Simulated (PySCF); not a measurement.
# CH3F (fluoromethane), step by step

We compute a series of 20 runs (PBE0-D4/def2-TZVP, CCSD(T)/def2-TZVPP, RI-MP2/def2-QZVPP, PBE-D4/def2-TZVPP, r2SCAN-D4/def2-TZVPP, B3LYP-D4/def2-TZVPP, PBE0-D4/def2-TZVPP, wB97M-V/def2-TZVPP, and more) of CH3F. Input form: a Python script.

The calculation is run with PySCF 2.14.0.

### Step 1. The structure to begin with

The species is CH3F (5 atoms), meant as a singlet with charge 0. As SMILES, `CF`. All atoms were displaced at random from a relaxed shape. The run starts from this shape.

Bond lengths: C1–F2 1.335 Å, C1–H3 1.110 Å, C1–H4 1.101 Å, C1–H5 1.122 Å. Angles: F2–C1–H3 110.7°, F2–C1–H4 110.5°, F2–C1–H5 109.1°, H3–C1–H4 109.8°, H3–C1–H5 106.7°, H4–C1–H5 110.0°.

### Step 2. A structure relaxation at PBE0-D4/def2-TZVP (density fitting with def2-universal-jkfit) (run 1)

start.xyz

```xyz
5
CH3F
C     -0.047142     0.037586    -0.013089
F      1.086096    -0.653396    -0.153086
H     -0.925262    -0.640746    -0.034119
H     -0.139160     0.792050    -0.809440
H     -0.050715     0.538166     0.991199
```

calc.py

```python
from pyscf import gto, dft
from pyscf.geomopt.geometric_solver import kernel as optimise

mol = gto.M(
    atom='start.xyz',
    basis='def2-tzvp',
    max_memory=1860,
    charge=0,
    verbose=3,
)

myscf = dft.RKS(mol, xc='pbe0')
myscf = myscf.density_fit(auxbasis='def2-universal-jkfit')
myscf.conv_tol = 1e-09
myscf.max_cycle = 100
myscf.grids.level = 4
myscf.disp = 'd4'
converged, mol_eq = optimise(myscf, maxsteps=100)
print('converged:', converged)
print(mol_eq.tostring())

myscf.reset(mol_eq)
mol = mol_eq
myscf.kernel()
energy = myscf.e_tot
print('E(%s) = %.9f' % ('PBE0', energy))
```

Run with:

```sh
OMP_NUM_THREADS=1 python calc.py
```

What it wrote:

```text
maxiter                   100
----------------------------------------------------------
Custom engine selected.
Bonds will be generated from interatomic distances less than 1.20 times sum of covalent radii
15 internal coordinates being used (instead of 15 Cartesians)
Internal coordinate system (atoms numbered from 1):
Distance 1-2
Distance 1-3
Distance 1-4
Distance 1-5
Angle 2-1-3
Angle 2-1-4
Angle 2-1-5
Angle 3-1-4
Angle 3-1-5
Angle 4-1-5
Translation-X 1-5
Translation-Y 1-5
Translation-Z 1-5
Rotation-A 1-5
Rotation-B 1-5
Rotation-C 1-5
> ===== Optimization Info: ====
> Job type: Energy minimization
> Maximum number of optimization cycles: 100
> Initial / maximum trust radius (Angstrom): 0.100 / 0.300
> Convergence Criteria:
> Will converge when all 5 criteria are reached:
>  |Delta-E| < 1.00e-06
>  RMS-Grad  < 3.00e-04
>  Max-Grad  < 4.50e-04
>  RMS-Disp  < 1.20e-03
>  Max-Disp  < 1.80e-03
> === End Optimization Info ===

Geometry optimization cycle 1
Cartesian coordinates (Angstrom)
 Atom        New coordinates             dX        dY        dZ
   C  -0.047142   0.037586  -0.013089    0.000000  0.000000  0.000000
   F   1.086096  -0.653396  -0.153086    0.000000  0.000000  0.000000
   H  -0.925262  -0.640746  -0.034119    0.000000  0.000000  0.000000
   H  -0.139160   0.792050  -0.809440    0.000000  0.000000  0.000000
   H  -0.050715   0.538166   0.991199    0.000000  0.000000  0.000000

WARN: Mole.unit (angstrom) is changed to Bohr

converged SCF energy = -139.65278454638
--------------- DFRKS_Scanner gradients ---------------
         x                y                z
0 C     0.0324762099    -0.0184223737    -0.0195300829
1 F    -0.0238498297     0.0156859455     0.0049942055
2 H    -0.0079745402    -0.0045632794     0.0028528103
3 H    -0.0003255755     0.0031678022    -0.0037080612
4 H    -0.0003165611     0.0041186121     0.0153834043
----------------------------------------------
cycle 1: E = -139.652784546  dE = -139.653  norm(grad) = 0.0546395
Step    0 : Gradient = 2.444e-02/4.214e-02 (rms/max) Energy = -139.6527845464
Hessian Eigenvalues: 5.00000e-02 5.00000e-02 5.00000e-02 ... 3.26205e-01 3.35889e-01 5.84214e-01

Geometry optimization cycle 2
Cartesian coordinates (Angstrom)
 Atom        New coordinates             dX        dY        dZ
   C  -0.054306   0.040570   0.001576   -0.007164  0.002984  0.014665
   F   1.096759  -0.666956  -0.160587    0.010663 -0.013560 -0.007501
   H  -0.916228  -0.633678  -0.040840    0.009034  0.007068 -0.006721
   H  -0.144898   0.787376  -0.791556   -0.005738 -0.004674  0.017884
   H  -0.058024   0.547052   0.973281   -0.007309  0.008886 -0.017918
converged SCF energy = -139.654481540207
--------------- DFRKS_Scanner gradients ---------------
         x                y                z
0 C     0.0125122225    -0.0062290073    -0.0024957595
1 F    -0.0072637777     0.0042207051     0.0002620559
2 H    -0.0017764137     0.0005723154     0.0007372275
3 H    -0.0009940590     0.0002936199     0.0003998356
4 H    -0.0024745361     0.0011340528     0.0010862225
----------------------------------------------
cycle 2: E = -139.65448154  dE = -0.00169699  norm(grad) = 0.0169139
Step    1 : Displace = 1.808e-02/2.121e-02 (rms/max) Trust = 1.000e-01 (=) Grad = 7.564e-03/1.420e-02 (rms/max) E (change) = -139.6544815402 (-1.697e-03) Quality = 1.182
Hessian Eigenvalues: 4.99997e-02 5.00000e-02 5.00000e-02 ... 3.25007e-01 3.39088e-01 4.86335e-01

Geometry optimization cycle 3
Cartesian coordinates (Angstrom)
 Atom        New coordinates             dX        dY        dZ
   C  -0.064977   0.044868   0.003628   -0.010671  0.004298  0.002052
   F   1.097709  -0.666952  -0.155319    0.000950  0.000004  0.005268
   H  -0.915545  -0.637858  -0.045024    0.000683 -0.004180 -0.004184
   H  -0.145189   0.788769  -0.792388   -0.000292  0.001393 -0.000832
   H  -0.048964   0.546140   0.971688    0.009061 -0.000911 -0.001593
converged SCF energy = -139.654696785228
--------------- DFRKS_Scanner gradients ---------------
         x                y                z
0 C     0.0021227518    -0.0014295525     0.0007307514
1 F    -0.0018627980     0.0011924841     0.0004115408
2 H     0.0001713370     0.0005421411    -0.0000292575
3 H    -0.0003353348     0.0001404663     0.0003015051
4 H    -0.0000903605    -0.0004553163    -0.0014247858
----------------------------------------------
cycle 3: E = -139.654696785  dE = -0.000215245  norm(grad) = 0.00386495
Step    2 : Displace = 7.594e-03/1.157e-02 (rms/max) Trust = 1.414e-01 (+) Grad = 1.728e-03/2.662e-03 (rms/max) E (change) = -139.6546967852 (-2.152e-04) Quality = 1.128
Hessian Eigenvalues: 4.99958e-02 5.00000e-02 5.00000e-02 ... 3.34510e-01 3.43683e-01 4.24048e-01

Geometry optimization cycle 4
Cartesian coordinates (Angstrom)
 Atom        New coordinates             dX        dY        dZ
   C  -0.067034   0.046577   0.004189   -0.002056  0.001709  0.000561
   F   1.098266  -0.667473  -0.156303    0.000557 -0.000521 -0.000984
   H  -0.915483  -0.639367  -0.045409    0.000062 -0.001509 -0.000386
   H  -0.143998   0.788506  -0.793990    0.001191 -0.000263 -0.001603
   H  -0.049085   0.547371   0.974778   -0.000121  0.001231  0.003090
converged SCF energy = -139.654711426407
--------------- DFRKS_Scanner gradients ---------------
         x                y                z
0 C     0.0001053024    -0.0002373616     0.0002789137
1 F    -0.0001712831     0.0000522226    -0.0000581584
2 H     0.0000823101     0.0000185126    -0.0001487717
3 H    -0.0000345251     0.0000348092    -0.0000628146
4 H     0.0000236859     0.0001221365    -0.0000195227
----------------------------------------------
cycle 4: E = -139.654711426  dE = -1.46412e-05  norm(grad) = 0.000481798
Step    3 : Displace = 2.292e-03/3.169e-03 (rms/max) Trust = 2.000e-01 (+) Grad = 2.155e-04/3.811e-04 (rms/max) E (change) = -139.6547114264 (-1.464e-05) Quality = 1.024
Hessian Eigenvalues: 4.99509e-02 5.00000e-02 5.00000e-02 ... 3.32610e-01 3.50257e-01 4.05020e-01

Geometry optimization cycle 5
Cartesian coordinates (Angstrom)
 Atom        New coordinates             dX        dY        dZ
   C  -0.067204   0.046819   0.003858   -0.000170  0.000242 -0.000331
   F   1.098592  -0.667167  -0.155786    0.000326  0.000307  0.000518
   H  -0.915775  -0.639219  -0.044815   -0.000292  0.000148  0.000594
   H  -0.143918   0.788767  -0.794156    0.000080  0.000261 -0.000165
   H  -0.049339   0.546959   0.974744   -0.000254 -0.000412 -0.000034
converged SCF energy = -139.654711792351
--------------- DFRKS_Scanner gradients ---------------
         x                y                z
0 C    -0.0000214331    -0.0000366493     0.0000163737
1 F     0.0000278168    -0.0000142622     0.0000106729
2 H    -0.0000098782     0.0000026779    -0.0000206115
3 H    -0.0000207182     0.0000282745    -0.0000132692
4 H     0.0000299939     0.0000100591    -0.0000034359
----------------------------------------------
cycle 5: E = -139.654711792  dE = -3.65944e-07  norm(grad) = 7.81582e-05
Step    4 : Displace = 4.966e-04/6.176e-04 (rms/max) Trust = 2.828e-01 (+) Grad = 3.495e-05/4.550e-05 (rms/max) E (change) = -139.6547117924 (-3.659e-07) Quality = 1.002
Hessian Eigenvalues: 4.99509e-02 5.00000e-02 5.00000e-02 ... 3.32610e-01 3.50257e-01 4.05020e-01
Converged! =D

converged: True
C          -0.06720380        0.04681872        0.00385760
F           1.09859191       -0.66716656       -0.15578573
H          -0.91577469       -0.63921931       -0.04481474
H          -0.14391786        0.78876740       -0.79415563
H          -0.04933874        0.54695868        0.97474413
converged SCF energy = -139.654711792404
E(PBE0) = -139.654711792
```

Run time: 26 s. Hardware: 1 thread of Arm Neoverse V2, shared host; peak memory 0.78 GiB.

Step by step:

| step | energy from the first frame kept (eV) | largest force (eV/Å) |
| --- | --- | --- |
| 0 | 0.0000 | 2.1668 |
| 1 | -0.0462 | 0.7301 |
| 2 | -0.0520 | 0.1369 |
| 3 | -0.0524 | 0.0196 |
| 4 | -0.0524 | 0.0023 |

After the run. Bond lengths: C1–F2 1.376 Å, C1–H3 1.092 Å, C1–H4 1.092 Å, C1–H5 1.092 Å. Angles: F2–C1–H3 109.1°, F2–C1–H4 109.1°, F2–C1–H5 109.1°, H3–C1–H4 109.8°, H3–C1–H5 109.9°, H4–C1–H5 109.8°.

### Step 3. Vibrational wavenumbers at PBE0-D4/def2-TZVP (density fitting with def2-universal-jkfit) (run 2)

geometry.xyz

```xyz
5
CH3F
C     -0.623912     0.382110     0.085434
F      0.541884    -0.331876    -0.074210
H     -1.472430    -0.304044     0.036859
H     -0.700531     1.124019    -0.712523
H     -0.606283     0.882209     1.056399
```

run.py

```python
from pyscf import gto, dft, symm
from pyscf.hessian import thermo

mol = gto.M(
    atom='geometry.xyz',
    charge=0,
    verbose=3,
    basis='def2-tzvp',
    max_memory=1860,
)

calc0 = dft.RKS(mol)
calc0.xc = 'pbe0'
calc0 = calc0.density_fit(auxbasis='def2-universal-jkfit')
calc0.grids.level = 4
calc0.max_cycle = 100
calc0.disp = 'd4'
calc0.conv_tol = 1e-09
calc0.kernel()

energy = calc0.e_tot
print('E = %.10f Eh' % energy)
hess = calc0.Hessian().kernel()
modes = thermo.harmonic_analysis(mol, hess)
thermo.dump_normal_mode(mol, modes)
symm.geom.TOLERANCE = 1e-3  # for the symmetry number
th = thermo.thermo(calc0, modes['freq_au'], 298.15, 101325)
thermo.dump_thermo(mol, th)
```

Run with:

```sh
OMP_NUM_THREADS=1 python run.py
```

What it wrote:

```text
converged SCF energy = -139.654711804202
E = -139.6547118042 Eh

WARN: DFTD4 does not support analytical Hessian, using finite difference.

WARN: Mole.unit (angstrom) is changed to Bohr

Mode                                 0                   1                   2
Irrep
Freq [cm^-1]                     1096.5701           1198.8246           1198.8899
Reduced mass [au]                   8.3216              1.2598              1.2599
Force const [Dyne/A]                5.8956              1.0668              1.0670
Char temp [K]                    1577.7202           1724.8417           1724.9357
Normal mode                   x     y     z       x     y     z       x     y     z
       0   C                -0.17  0.11  0.02    0.03  0.07 -0.09    0.06  0.08  0.07
       1   F                 0.13 -0.08 -0.02   -0.01 -0.03  0.04   -0.02 -0.03 -0.03
       2   H                -0.12  0.06  0.01    0.29 -0.27  0.17    0.41 -0.34 -0.21
       3   H                -0.11  0.08  0.00   -0.59  0.28  0.15   -0.09 -0.19 -0.16
       4   H                -0.11  0.07  0.03    0.16 -0.33  0.11   -0.58  0.19  0.03
Mode                                 3                   4                   5
Irrep
Freq [cm^-1]                     1485.1935           1489.5785           1489.6348
Reduced mass [au]                   1.1371              1.0482              1.0482
Force const [Dyne/A]                1.4777              1.3703              1.3704
Char temp [K]                    2136.8627           2143.1718           2143.2528
Normal mode                   x     y     z       x     y     z       x     y     z
       0   C                -0.08  0.05  0.01    0.02  0.02  0.05    0.03  0.05 -0.02
       1   F                -0.01  0.01  0.00    0.00  0.00  0.01    0.00  0.01 -0.00
       2   H                 0.32 -0.42 -0.07   -0.13  0.22 -0.60   -0.17  0.22  0.37
       3   H                 0.47 -0.16 -0.22   -0.46 -0.35 -0.26    0.08 -0.33 -0.35
       4   H                 0.48 -0.20  0.12    0.34 -0.11  0.08   -0.29 -0.57  0.30
Mode                                 6                   7                   8
Irrep
Freq [cm^-1]                     3043.2330           3130.7262           3131.1210
Reduced mass [au]                   1.0272              1.1075              1.1075
Force const [Dyne/A]                5.6053              6.3955              6.3972
Char temp [K]                    4378.5347           4504.4179           4504.9860
Normal mode                   x     y     z       x     y     z       x     y     z
       0   C                 0.03 -0.02 -0.01    0.04  0.05  0.06    0.03  0.06 -0.06
       1   F                 0.00 -0.00 -0.00   -0.00 -0.00 -0.00   -0.00 -0.00  0.00
       2   H                -0.44 -0.37 -0.03   -0.45 -0.38 -0.01   -0.39 -0.32 -0.04
       3   H                -0.03  0.38 -0.42    0.00  0.11 -0.09    0.04 -0.51  0.56
       4   H                 0.02  0.26  0.51   -0.02 -0.32 -0.65    0.02  0.13  0.22
temperature 298.1500 [K]
pressure 101325.00 [Pa]
Rotational constants [GHz] 156.83969 25.88870 25.88835
Symmetry number 3
Zero-point energy (ZPE) 0.03933 [Eh]   103260.284 [J/mol]
                           tot       elec      trans        rot        vib
Entropy [J/mol/K]       222.464      0.000    152.738     68.958      0.768
Cv [J/mol/K]             28.829      0.000     12.472     12.472      3.886
Cp [J/mol/K]             37.144      0.000     20.786     12.472      3.886
Internal energy [J/mol]                      3718.434   3718.434 103455.734
Internal energy [Eh]   -139.61248  -139.65471
Enthalpy [J/mol]                             6197.391   3718.434 103455.734
Enthalpy [Eh]          -139.61153
Gibbs free energy [J/mol]                  -39341.368 -16841.541 103226.858
Gibbs free energy [Eh] -139.63679
```

Run time: 61 s. Hardware: 1 thread of Arm Neoverse V2, shared host; peak memory 1.1 GiB.

Runs 3 to 6 aren't shown in full; the table further down has their settings and results.

### Step 4. The energy at B3LYP-D4/def2-TZVPP (run 7)

calc.py

```python
from pyscf import gto, dft

molecule = gto.Mole()
molecule.atom = '''
C     -0.067204     0.046819     0.003858
F      1.098592    -0.667167    -0.155786
H     -0.915775    -0.639219    -0.044815
H     -0.143918     0.788767    -0.794156
H     -0.049339     0.546959     0.974744
'''
molecule.spin = 0
molecule.charge = 0
molecule.basis = 'def2-tzvpp'
molecule.verbose = 3
molecule.max_memory = 1860
molecule.build()

myscf = dft.RKS(molecule)
myscf.xc = 'b3lyp'
myscf.grids.level = 5
myscf.disp = 'd4'
myscf.conv_tol = 1e-10
myscf.kernel()
if not myscf.converged:
    myscf = myscf.newton().run(myscf.mo_coeff, myscf.mo_occ)

e_tot = myscf.e_tot
print('E = %.10f Eh' % e_tot)
```

Run with:

```sh
OMP_NUM_THREADS=1 python calc.py
```

What it wrote:

```text
converged SCF energy = -139.809807545661
E = -139.8098075457 Eh
```

It took 9.3 s on 1 thread of Arm Neoverse V2, shared host; peak memory 0.51 GiB.

Runs 8 to 19 aren't shown in full; the table further down has their settings and results.

### Step 5. The doublet cation: a single-point energy at UB3LYP/6-31G(d) (spherical functions) (run 20)

calc.py

```python
from pyscf import gto, dft

molecule = gto.M(
    atom='''
C   -0.067204   0.046819   0.003858
F    1.098592  -0.667167  -0.155786
H   -0.915775  -0.639219  -0.044815
H   -0.143918   0.788767  -0.794156
H   -0.049339   0.546959   0.974744
''',
    verbose=3,
    charge=1,
    max_memory=1860,
    spin=1,
    basis='6-31g*',
)

mf = dft.UKS(molecule)
mf.xc = 'b3lyp'
mf.conv_tol = 1e-10
mf.grids.level = 5
mf.kernel()
if not mf.converged:
    mf = mf.newton().run(mf.mo_coeff, mf.mo_occ)

etot = mf.e_tot
print(f'total energy: {etot:.8f} hartree')
```

Run with:

```sh
OMP_NUM_THREADS=1 python calc.py
```

What it wrote:

```text
WARN: HOMO -0.39529103108678 >= LUMO -0.395291031086781

converged SCF energy = -139.264859322083  <S^2> = 0.75318598  2S+1 = 2.0031834
total energy: -139.26485932 hartree
```

Wall time 8.1 s (1 thread of Arm Neoverse V2, shared host); peak memory 0.23 GiB.

### Step 6. Overview of the runs

| run | level | task | optimizer | partner | energy (Eh) | dipole moment (D) of the reference | HOMO energy (eV) | LUMO energy (eV) | wall time |
| --- | --- | --- | --- | --- | --- | --- | --- | --- | --- |
| 1 | PBE0-D4/def2-TZVP (density fitting with def2-universal-jkfit) | optimise | geomeTRIC | base | -139.654712 | 1.79 | -9.81 | 1.69 | 26 s |
| 2 | PBE0-D4/def2-TZVP (density fitting with def2-universal-jkfit) | frequencies | – | base | -139.654712 | 1.79 | -9.81 | 1.69 | 61 s |
| 3 | CCSD(T)/def2-TZVPP | energy | – | base | -139.564072 | 2.02 | -14.38 | 4.19 | 28 s |
| 4 | RI-MP2/def2-QZVPP (density fitting with def2-universal-jkfit) | energy | – | base | -139.576775 | 2.02 | -14.41 | 2.97 | 1.6 s |
| 5 | PBE-D4/def2-TZVPP | energy | – | base | -139.648620 | 1.67 | -7.94 | 0.83 | 8.7 s |
| 6 | r2SCAN-D4/def2-TZVPP | energy | – | base | -139.732373 | 1.73 | -8.37 | 1.62 | 20 s |
| 7 | B3LYP-D4/def2-TZVPP | energy | – | base | -139.809808 | 1.80 | -9.56 | 1.29 | 9.3 s |
| 8 | PBE0-D4/def2-TZVPP | energy | – | base | -139.655730 | 1.78 | -9.81 | 1.68 | 9 s |
| 9 | wB97M-V/def2-TZVPP | energy | – | base | -139.747534 | 1.79 | -12.27 | 3.14 | 35 s |
| 10 | B2PLYP/def2-TZVPP | energy | – | base | -139.709480 | 1.91 | -11.60 | 2.49 | 9.6 s |
| 11 | SVWN5/def2-TZVPP | energy | – | base | -138.778223 | 1.74 | -8.05 | 0.66 | 6.3 s |
| 12 | M06-2X/def2-TZVPP | energy | – | base | -139.743213 | 1.84 | -11.61 | 2.33 | 21 s |
| 13 | B3LYP/6-31G* (spherical functions) | energy | – | base | -139.731823 | 1.69 | -9.01 | 2.89 | 2.8 s |
| 14 | HF/STO-3G | energy | – | base | -137.168415 | 1.15 | -11.33 | 16.28 | 0.48 s |
| 15 | UCCSD(T)/def2-TZVPP | energy | – | cation | -139.076041 | – | -23.35 | -9.65 | 3.6 min |
| 16 | UPBE-D4/def2-TZVPP | energy | – | cation | -139.184500 | – | -17.35 | -17.27 | 28 s |
| 17 | UB3LYP-D4/def2-TZVPP | energy | – | cation | -139.331644 | – | -18.95 | -16.46 | 30 s |
| 18 | UPBE0-D4/def2-TZVPP | energy | – | cation | -139.180044 | – | -19.19 | -16.09 | 30 s |
| 19 | U-wB97M-V/def2-TZVPP | energy | – | cation | -139.269077 | – | -21.62 | -13.80 | 2.5 min |
| 20 | UB3LYP/6-31G* (spherical functions) | energy | – | cation | -139.264859 | – | -18.86 | -16.37 | 8.1 s |

### Step 7. What came out

| quantity | value |
| --- | --- |
| doublet cation, run 20: total energy | -139.26486 Eh |
| doublet cation, run 20: HOMO energy (highest over α and β) | -18.86 eV |
| doublet cation, run 20: LUMO energy (lowest over α and β) | -16.37 eV |
| doublet cation, run 20: ⟨S²⟩ | 0.753 |
| vertical ionisation energy (to the doublet cation), CCSD(T)/def2-TZVPP | 13.280 eV |
| vertical ionisation energy (to the doublet cation), PBE-D4/def2-TZVPP | 12.629 eV |
| vertical ionisation energy (to the doublet cation), B3LYP-D4/def2-TZVPP | 13.011 eV |
| vertical ionisation energy (to the doublet cation), PBE0-D4/def2-TZVPP | 12.944 eV |
| vertical ionisation energy (to the doublet cation), wB97M-V/def2-TZVPP | 13.019 eV |
| vertical ionisation energy (to the doublet cation), B3LYP/6-31G* | 12.707 eV |

What this shows: At CCSD(T)/def2-TZVPP: removing an electron at fixed nuclei costs 13.28 eV (306 kcal/mol). At PBE-D4/def2-TZVPP: the vertical ionisation energy comes to 12.63 eV (291 kcal/mol). The negative HOMO energy of the first species, 7.94 eV, lies 4.69 eV below that difference. At B3LYP-D4/def2-TZVPP: removing an electron at fixed nuclei costs 13.01 eV (300 kcal/mol). −ε(HOMO) before ionisation, 9.56 eV, is 3.45 eV below this ionisation energy. At PBE0-D4/def2-TZVPP: removing an electron at fixed nuclei costs 12.94 eV (298 kcal/mol). Totals of different functionals can't be ranked against each other. In run 14 the basis is minimal, so the values are rough. All runs together took 12 min, the longest 3.6 min.
